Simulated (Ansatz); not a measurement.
Cost and result for the atomization energy of C$_{5}$H$_{5}$N, SMILES `C=C/C=C/C#N` (11 atoms, 10 bonds).

```xyz
11

C    -1.5128   -1.5760   -0.3639
C    -0.3321   -1.0761    0.0016
C    -0.0247    0.3314   -0.0459
C     1.1599    0.8430    0.3200
C     1.4419    2.2302    0.2656
N     1.6881    3.3562    0.2276
H    -1.7174   -2.6383   -0.3183
H    -2.3104   -0.9325   -0.7204
H     0.4520   -1.7407    0.3557
H    -0.8039    1.0015   -0.3990
H     1.9594    0.2014    0.6771
```

Charge 0, multiplicity 1. The geometry is a stationary point of PBE0-D4/def2-TZVP. It is one conformer, not always the lowest. Program: Ansatz. All runs use 4 threads of an Intel Xeon 6975P-C on a shared host. Times are those of one run each, without the atoms' runs, and a repeat can differ threefold. Electronic energies, without spin–orbit coupling; frozen cores. CCSD(T)/CBS adds CCSD(T) − MP2 in def2-TZVPP to the MP2 limit, and its time is that of the two runs behind it. T1 = 0.014; the RHF reference is unstable towards UHF. B3LYP takes the VWN-RPA correlation (the form of Gaussian; ORCA's B3LYP/G). HSE06 is the plane-wave form, built on full-range PBE exchange.

CCSD(T)/CBS is a level of theory with its own doubt, some kJ/mol a heavy atom from the limit and from the frozen cores, so smaller differences don't rank the functionals.

```json
{"level": "LDA (SPW92)/def2-TZVPP", "functions": "256", "wall time": "0.65 s", "atomization (kcal/mol)": "1400.3", "difference from CCSD(T)/CBS": "192.7", "per bond": "19.3"}
{"level": "BLYP-D4/def2-TZVPP", "functions": "256", "wall time": "1.1 s", "atomization (kcal/mol)": "1225.7", "difference from CCSD(T)/CBS": "18.1", "per bond": "1.8"}
{"level": "PBE0-D4/def2-TZVPP", "functions": "256", "wall time": "1.4 s", "atomization (kcal/mol)": "1227.0", "difference from CCSD(T)/CBS": "19.4", "per bond": "1.9"}
{"level": "BHLYP-D4/def2-TZVPP", "functions": "256", "wall time": "1.4 s", "atomization (kcal/mol)": "1169.6", "difference from CCSD(T)/CBS": "-38.0", "per bond": "-3.8"}
{"level": "HSE06-D4/def2-TZVPP", "functions": "256", "wall time": "1.6 s", "atomization (kcal/mol)": "1228.3", "difference from CCSD(T)/CBS": "20.7", "per bond": "2.1"}
{"level": "B3LYP-D4/def2-TZVPP (with forces)", "functions": "256", "wall time": "2.1 s", "atomization (kcal/mol)": "1217.5", "difference from CCSD(T)/CBS": "9.9", "per bond": "1.0"}
{"level": "B97M-V/def2-TZVPP", "functions": "256", "wall time": "3.1 s", "atomization (kcal/mol)": "1216.0", "difference from CCSD(T)/CBS": "8.4", "per bond": "0.8"}
{"level": "CCSD(T)/def2-SVP", "functions": "109", "wall time": "3.1 s", "atomization (kcal/mol)": "1161.3", "difference from CCSD(T)/CBS": "-46.3", "per bond": "-4.6"}
{"level": "PBE-QIDH/def2-TZVPP", "functions": "256", "wall time": "3.8 s", "atomization (kcal/mol)": "1209.7", "difference from CCSD(T)/CBS": "2.1", "per bond": "0.2"}
{"level": "ωB97M-V/def2-TZVPP (with forces)", "functions": "256", "wall time": "4.3 s", "atomization (kcal/mol)": "1214.2", "difference from CCSD(T)/CBS": "6.6", "per bond": "0.7"}
{"level": "MP2/def2-QZVPP", "functions": "492", "wall time": "15 s", "atomization (kcal/mol)": "1227.3", "difference from CCSD(T)/CBS": "19.7", "per bond": "2.0"}
{"level": "CCSD(T)/def2-TZVPP", "functions": "256", "wall time": "43 s", "atomization (kcal/mol)": "1177.5", "difference from CCSD(T)/CBS": "-30.1", "per bond": "-3.0"}
{"level": "CCSD(T)/CBS(def2)", "functions": "–", "wall time": "58 s", "atomization (kcal/mol)": "1207.6", "difference from CCSD(T)/CBS": "0.0", "per bond": "0.0"}
```

In def2-TZVPP, CCSD(T) changes the Hartree–Fock value by +308.2 kcal/mol (the triples alone add +24.6 kcal/mol) and MP2 by +340.4 kcal/mol; breaking electron pairs costs correlation energy, which Hartree–Fock lacks. At CCSD(T), def2-SVP lies −46.2 kcal/mol from the extrapolated value and def2-TZVPP −30.1 kcal/mol: correlation converges slowly with the basis, and small sets miss more of it in the bonded molecule than in its fragments. From BLYP to BHLYP (50 % exact exchange), in def2-TZVPP and without D4, the atomization energy moves by −50.6 kcal/mol: exact exchange takes away binding that semilocal exchange gives to molecules.
